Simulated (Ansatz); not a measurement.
**As2H, doublet: the ladder up to UCCSDTQ**

Geometry: that of the As2H, quartet, kept fixed.

```xyz
3

As    0.0000   -0.5251    0.8030
As    0.0000   -0.4773   -1.6877
H     0.0000    1.0024    0.8847
```

Basis cc-pVDZ; Ansatz 0.2.0. Correlated methods freeze the noble-gas cores and the filled d shells of p-block atoms, which leaves 11 electrons in 31 orbitals. Prefix R: restricted or restricted open-shell reference; prefix U: unrestricted. Active spaces: valence = (11e, 9o) chosen from the atoms' valence shells. No spin–orbit coupling is included, and no scalar relativity.

Full CI isn't at hand for all of this; UCCSDTQ serves as the reference, and is uncertain by the last step of the cluster series or more. The frozen core follows each run's orbitals, which can shift R against U totals by a few meV for light atoms and by up to 0.1 eV past Ca.

Unrestricted rows (U) aren't spin-pure: their determinants' ⟨S²⟩ exceeds S(S+1) by up to 0.89, so they mix in states of higher spin.

```
UHF ⟨S²⟩                          : 1.638
T1 diagnostic (RCCSD)             : 0.0485
largest doubles amplitude (RCCSD) : 0.244
T1 diagnostic (UCCSD)             : 0.0527
```

Q: From what is known of these methods and the diagnostics, rank them by the size of their error in total energy against UCCSDTQ in cc-pVDZ, smallest first (an estimate: the text doesn't fix the numbers).
A. UMP2
B. UCCSD(T)
C. UHF
D. UCCSDT
E. UCCSDT(Q)

A: E (0.0 kJ/mol), D (3.6 kJ/mol), B (14.7 kJ/mol), A (137.3 kJ/mol), C (550.8 kJ/mol).

All errors are against UCCSDTQ in cc-pVDZ. Below it: UCCSDT(Q). With a doubles amplitude of 0.24 one determinant is a poor start, and the places of the levels built on it change with the geometry. Within each family the higher level lies nearer, as is usual though not guaranteed.

Natural occupations of CASSCF (valence space) about the gap: 1.991 1.967 1.937 1.734 1.003 0.271 0.068 0.034; effectively unpaired electrons, Σ n²(2−n)², 1.47.
